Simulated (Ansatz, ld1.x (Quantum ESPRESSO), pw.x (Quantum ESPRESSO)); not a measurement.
**Al (fcc): variants of one ultrasoft potential in the solid**

ld1.x (Quantum ESPRESSO) 7.5 input, shortened:

```
&input
   title='Al', zed=13., rel=1, dft='PBE', iswitch=3,
   config='[Ne] 3s1.5 3p1.5 3d-2'
 /
 &inputp
   pseudotype=3, tm=.true., lloc=-1, rcloc=1.65,
   nlcc=.false.,
   which_augfun='PSQ', rmatch_augfun_nc=.true.
 /
6
3S  1  0   1.50   0.00  1.50  1.95  0.0
3S  1  0   0.00   0.25  1.50  1.95  0.0
3P  2  1   1.50   0.00  1.90  2.35  0.0
3P  2  1   0.00   0.15  1.90  2.35  0.0
3D  3  2  -2.00   0.35  2.65  2.85  0.0
3D  3  2  -2.00   0.90  2.65  2.85  0.0
 &test
   configts(1)='3s1.5 3p1.5'
 /
```

Crystal test: fcc Al in pw.x 7.5, no spin, 14³ k-points, Fermi–Dirac smearing 0.01 Ry, cutoffs set for each file from its atomic test. The reference is all-electron LAPW (Ansatz 0.2.0) with the same functional, mesh and smearing; V0 and B0 come from Birch–Murnaghan fits to the pressures at five volumes. Errors are pseudo minus all-electron; Δ is the rms difference of the E(V) curves that follow from these fits, minima aligned, over ±6 % about the mean V0. Mesh and smearing are coarse, so the numbers serve the comparison and aren't converged zero-temperature values; the lattice is a test structure that the element need not adopt.

All-electron: a0 = 4.040 Å (V0 = 16.49 Å³/atom), B0 = 76.6 GPa.

Base: The largest radius (2.85 bohr) exceeds half the bond length (2.70 bohr), so the spheres overlap, which is one possible source of error among others. This is a poor potential for the solid.

```tsv
change	cutoffs (Ry)	pw.x	a0 (Å)	a0 error (%)	B0 error (%)	Δ (meV/atom)	mean pressure error (GPa)
base	40/320	converged	4.065	+0.61	-2.0	5.1	+1.44
wave 3d channel at 0.35 Ry: rcut 2.65, rcutus 2.85 bohr becomes 3d channel at 0.81 Ry: rcut 2.65, rcutus 2.85 bohr	40/320	converged	4.067	+0.67	-2.6	5.5	+1.57
core correction a·sin(br)/r model core inside 1.76 bohr	40/320	converged	4.064	+0.59	+1.5	5.1	+1.45
local potential all-electron potential smoothed inside 2.80 bohr (lloc = -1)	40/320	converged	4.067	+0.65	-2.0	5.4	+1.53
waves 3p (bound): rcut 1.90, rcutus 2.06 bohr; 3p channel at 0.15 Ry: rcut 1.90, rcutus 2.06 bohr	40/320	converged	4.065	+0.60	-0.8	5.0	+1.44
```

(1) Give the row for: reference 3s2 3p1.

Results:

(1) pw.x: converged; mean pressure error (GPa): +1.32; a0 (Å): 4.063; a0 error (%): +0.55; B0 error (%): -1.3; Δ (meV/atom): 4.6.
